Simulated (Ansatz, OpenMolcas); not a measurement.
Strength of the O–H bond: BH2(OH) → BH2O + H

Species: BH2(OH), singlet; BH2O `B[O]`, doublet; H atom, doublet. 

Shapes, held fixed at every level: PBE0-D4/def2-TZVP. Programs: Ansatz 0.2.0, OpenMolcas 26.06. A level may come from different programs for different species; with the same settings they agree closely. The zero-point and thermal change to 298 K, harmonic and unscaled (PBE0-D4/def2-TZVP), is -33.9 kJ/mol.

| level | kind | ΔH(298 K) (kJ/mol) | less CCSD(T)/CBS estimate |
| --- | --- | --- | --- |
| HF/def2-TZVPP | Hartree–Fock | +306.2 | -124.6 |
| SPW92/def2-TZVPP | LDA | +430.4 | -0.4 |
| r2SCAN-D4/def2-TZVPP | meta-GGA | +387.1 | -43.7 |
| PBE0/def2-SVP | global hybrid | +390.9 | -39.9 |
| BHLYP-D4/def2-TZVPP | global hybrid | +403.8 | -27.0 |
| B2PLYP/def2-TZVPP | double hybrid | +413.7 | -17.1 |
| CCSD/def2-TZVPP | coupled cluster or CI | +417.7 | -13.1 |
| CCSD(T)/CBS estimate | coupled cluster or CI | +430.8 | 0.0 |

The highest level, CCSD(T)/CBS estimate, gives ΔH(298 K) = +430.8 kJ/mol; the levels span +306.2 to +430.8. The column of differences is taken from that level and isn't an error. Hartree–Fock misses the correlation of the pair that is broken and comes out low. No measured value is set beside it here. Open shells run unrestricted unless RO is named. The CBS estimate extrapolates MP2 from def2-TZVPP and def2-QZVPP and adds CCSD(T) − MP2 in the triple-zeta set, cores frozen.
